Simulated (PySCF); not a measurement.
# UM06-2X/STO-3G run of CH3B (SMILES B[CH])

What is the energy change on altering one bond length of CH3B at UM06-2X/STO-3G? 

Program for the calculation: PySCF 2.14.0.

8 further runs of the same task are left out: 8 set aside as unsound or not needed.

## (1) The molecule

The species is CH3B (5 atoms), meant as a triplet with charge 0. As SMILES, `B[CH]`. The shape is that of a GFN2-xTB optimisation.

Bond lengths: B1–C2 1.463 Å, B1–H3 1.182 Å, B1–H4 1.174 Å, C2–H5 1.068 Å. Angles: B1–C2–H5 150.8°, C2–B1–H3 120.4°, C2–B1–H4 121.9°, H3–B1–H4 117.7°.

## (2) A single-point energy at UM06-2X/STO-3G

start.xyz

```xyz
5
CH3B
B     -0.352450    -0.401400    -0.071360
C      0.507540     0.779550    -0.141970
H     -0.308550    -1.118250     0.866820
H     -1.104620    -0.672740    -0.931370
H      1.258080     1.412850     0.277880
```

job.py

```python
from pyscf import gto, dft

mol = gto.M(
    atom='start.xyz',
    max_memory=1860,
    basis='sto-3g',
    charge=0,
    spin=2,
    verbose=3,
)

mf = dft.UKS(mol, xc='m06-2x')
mf.conv_tol = 1e-10
mf.grids.level = 5
mf.kernel()
if not mf.converged:
    mf = mf.newton().run(mf.mo_coeff, mf.mo_occ)

e_final = mf.e_tot
print('E(%s) = %.9f' % ('M06-2X', e_final))
```

Run with:

```bash
OMP_NUM_THREADS=1 python job.py
```

What it wrote:

```text
WARN: HOMO -0.0859806713313019 >= LUMO -0.159101179192463

converged SCF energy = -63.7969696781083  <S^2> = 2.005008  2S+1 = 3.0033368
E(M06-2X) = -63.796969678
```

Wall time 3.9 s (1 thread of Arm Neoverse V2, shared host); peak memory 0.19 GiB.

## (3) The distorted shape, same level

geometry.xyz

```xyz
5
CH3B
B      0.249314    -0.184318     0.616680
C      1.109304     0.996632     0.546070
H      0.293214    -0.901168     1.554860
H     -1.104620    -0.672740    -0.931370
H      1.859844     1.629932     0.965920
```

job.py

```python
from pyscf import gto, dft

molecule = gto.Mole()
molecule.atom = 'geometry.xyz'
molecule.spin = 2
molecule.basis = 'sto-3g'
molecule.verbose = 3
molecule.max_memory = 1860
molecule.charge = 0
molecule.build()

ks = dft.UKS(molecule)
ks.xc = 'm06-2x'
ks.conv_tol = 1e-10
ks.grids.level = 5
ks.kernel()
if not ks.converged:
    ks = ks.newton().run(ks.mo_coeff, ks.mo_occ)

etot = ks.e_tot
print(f'total energy: {etot:.8f} hartree')
```

Run with:

```bash
OMP_NUM_THREADS=1 python job.py
```

What it wrote:

```text
WARN: HOMO -0.0977515353789932 >= LUMO -0.154568698575607

converged SCF energy = -63.631717136188  <S^2> = 2.2235432  2S+1 = 3.1455004
total energy: -63.63171714 hartree
```

Run time: 4.8 s. Hardware: 1 thread of Arm Neoverse V2, shared host; peak memory 0.19 GiB.

## (4) Outcome

At UM06-2X/STO-3G:

| quantity | value |
| --- | --- |
| first shape: total energy | -63.79697 Eh |
| first shape: dipole moment | 1.21 D |
| first shape: HOMO energy (highest over α and β) | -6.21 eV |
| first shape: LUMO energy (lowest over α and β) | 0.70 eV |
| first shape: ⟨S²⟩ | 2.005 |
| distorted shape: total energy | -63.63172 Eh |
| distorted shape: dipole moment | 1.38 D |
| distorted shape: HOMO energy (highest over α and β) | -5.72 eV |
| distorted shape: LUMO energy (lowest over α and β) | 0.44 eV |
| distorted shape: ⟨S²⟩ | 2.224 |
| energy change with the B1–H4 bond stretched from 1.174 to 2.114 Å | 4.497 eV |

In words: With the B1–H4 bond stretched from 1.174 to 2.114 Å the energy rises by 4.50 eV (434 kJ/mol). The first shape isn't relaxed at this level, so the change isn't measured from a minimum. The minimal basis adds a large error of its own. ⟨S²⟩ (distorted shape) is 2.22 where a pure triplet has 2.00: the reference is spin-contaminated. Mulliken charges (distorted shape) run from -0.12 on C2 to +0.14 on B1; they depend strongly on the basis.
